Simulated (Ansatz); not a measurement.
## Which is lower?

The two ends of one reaction step of CH6N, doublet (PBE0-D4/def2-TZVP).

A:

H1  (-1.120, -1.659, 0.122)
C2  (0.033, 0.710, -0.664)
N3  (0.827, 0.666, 0.469)
H4  (-1.304, -2.284, 0.492)
H5  (0.509, 0.469, -1.605)
H6  (-0.784, 1.418, -0.662)
H7  (1.498, -0.085, 0.502)
H8  (0.341, 0.764, 1.346)
(Å)

B:

H1  (-0.817, -0.323, -0.814)
C2  (-0.104, 0.498, -0.647)
N3  (0.694, 0.393, 0.562)
H4  (-0.996, -2.444, 1.102)
H5  (0.558, 0.546, -1.515)
H6  (-0.671, 1.432, -0.627)
H7  (1.237, -0.460, 0.559)
H8  (0.100, 0.359, 1.381)
(Å)

Computed with Ansatz 0.2.0 (basis: def2-TZVPP); correlated methods freeze the cores; orbitals are unrestricted. B3LYP uses VWN-RPA correlation.

Question: Which structure is lower at CCSD(T), and by how much? (To be estimated.)

Answer: By the calculation: A, by 9.38 kcal/mol (electronic energy, against the other). By their contacts, A is a complex of CH₄N ([CH2][NH2]) + H₂ and B is a complex of CH₅N ([CH3][NH2]) + H.

All methods give the same order:

| method | E(B) − E(A) (kcal/mol) |
| --- | --- |
| SPW92 | 9.68 |
| PBE-D4 | 10.67 |
| BLYP-D4 | 14.72 |
| r2SCAN-D4 | 13.15 |
| B97M-V | 10.27 |
| PBE0-D4 | 9.44 |
| B3LYP-D4 | 13.56 |
| r2SCAN0-D4 | 12.36 |
| BHLYP-D4 | 12.04 |
| CAM-B3LYP-D4 | 12.14 |
| wB97X-V | 9.89 |
| wB97M-V | 10.51 |
| B2PLYP | 11.12 |
| PBE-QIDH | 7.58 |
| RPA on PBE | 10.21 |
| HF | 6.47 |
| MP2 | 5.21 |
| CCSD | 9.73 |
| CCSD(T) | 9.38 |

The T1 diagnostic stays at or below 0.016. ⟨S²⟩ of the unrestricted Hartree–Fock references: 0.75 to 0.76 (a pure state has 0.75).

Labels in which every atom is bracketed show which atoms are joined, not bond orders.

For scale, one of the runs: CCSD(T)/def2-TZVPP, 146 basis functions, launched by `ansatz run in.yaml --threads 2 --pin off --events-out ev --progress --plain --max-ram 4352MiB`. The run took 27 s on 2 CPU threads of an Arm Neoverse V2 (shared host), with 2.1 GiB of host memory at its peak.
